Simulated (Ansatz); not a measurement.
in.yaml

```yaml
crystal:
  periodic: [false, false, false]
  atoms:
    - {symbol: Si, position_ang: [0.000000, 0.000000, 0.023261]}
    - {symbol: N, position_ang: [0.000000, 0.000000, -1.533674]}
    - {symbol: H, position_ang: [0.000000, 0.000000, 1.510413]}
basis:
  gaussian: {orbitals: 6-31G}
total_charge: 1
magnetization: {spin_polarized: false, initial_magnetization: 1}
correlation: {method: ccsdtq, electrons: outside_noble_gas}
```

```sh
$ ansatz run in.yaml --threads 1 --pin off --events-out ev --progress --plain --max-ram 2393MiB
```

Output:

```
503 factors; integrals over basis functions are off by at most 6.2e-8 eV
mean field evaluation 1: about -9337.4100 eV, gradient 4.7e1 eV
mean field evaluation 2: about -9337.4701 eV, gradient 4.7e1 eV
mean field evaluation 4: about -9344.1777 eV, gradient 3.6e0 eV
mean field evaluation 8: about -9344.3808 eV, gradient 3.9e-1 eV
mean field evaluation 16: about -9337.4108 eV, gradient 4.7e1 eV
mean field evaluation 32: about -9344.4036 eV, gradient 1.4e-4 eV
mean field evaluation 64: about -9342.8224 eV, gradient 6.9e0 eV
mean field evaluation 96: about -9344.2477 eV, gradient 1.8e0 eV
mean field evaluation 128: about -9343.5216 eV, gradient 1.6e-3 eV
mean field evaluation 160: about -9339.3867 eV, gradient 7.0e-4 eV
...
cycle  15  -4.81260647 eV  change    4.0e-5 eV  update   4.0e-5
cycle  16  -4.81264945 eV  change   -4.3e-5 eV  update   2.0e-5
cycle  17  -4.81264794 eV  change    1.5e-6 eV  update   1.1e-5
cycle  18  -4.81266092 eV  change   -1.3e-5 eV  update   7.9e-6
cycle  19  -4.81267058 eV  change   -9.7e-6 eV  update   4.6e-6
cycle  20  -4.81266678 eV  change    3.8e-6 eV  update   3.0e-6
cycle  21  -4.81266388 eV  change    2.9e-6 eV  update   1.9e-6
cycle  22  -4.81266553 eV  change   -1.7e-6 eV  update   1.1e-6
cycle  23  -4.81266548 eV  change    5.3e-8 eV  update   7.4e-7
cycle  24  -4.81266617 eV  change   -7.0e-7 eV  update   4.2e-7
Total energy: -9349.21624467 eV, -343.5773598652 hartree
```

For the same geometry and basis full CI lies 2.0 meV lower.

Ran on 1 thread of Arm Neoverse V2, shared host: 33 s wall, 0.31 GiB peak host memory.
